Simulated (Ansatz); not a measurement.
Energy needed to pull apart BSiHO, closed shell, into free ground-state atoms, from the structure below (displaced at random from its PBE0-D4/def2-TZVP minimum); no zero-point or spin–orbit terms; open-shell atoms are treated unrestricted, in their ground-state multiplicity.

B1  (-0.651, -1.760, 0.361)
Si2  (0.887, 0.753, 0.029)
O3  (-0.182, -0.672, 0.159)
H4  (-0.069, 1.722, -0.550)
(Å)

Ansatz 0.2.0; basis: def2-TZVPP; cores frozen in the correlated methods.

```tsv
method	atomization energy (eV)
PBE-D4	14.58
r2SCAN-D4	14.21
PBE0-D4	14.13
wB97M-V	14.64
HF	?
MP2	?
CCSD	13.56
CCSD(T)	13.84
```

(1) What does HF give? (Judge from chemistry; the value comes from the calculation.)

(2) What does MP2 give? (An estimate is asked for; the value comes from the calculation.)

T1 diagnostic: at most 0.017. The restricted Hartree–Fock reference is unstable towards an unrestricted one here.

## Answers

(1) Computed: 10.11 eV, which is about 3.72 eV less than CCSD(T)/def2-TZVPP.

(2) The calculation gives: 14.27 eV, which is about 0.43 eV more than CCSD(T)/def2-TZVPP.

In triple zeta the MP2 and coupled-cluster atomization energies are still short of their basis limit by a few kcal/mol a bond, whereas those of the functionals are nearly converged, so these differences are not deviations from converged CCSD(T).

For scale, one of the runs: CCSD(T)/def2-TZVPP forces, 118 basis functions (an equivalent command: `ansatz run in.yaml --threads 2`). Hardware: 2 CPU threads, shared host. Wall time 15 s; peak host memory 0.77 GiB.
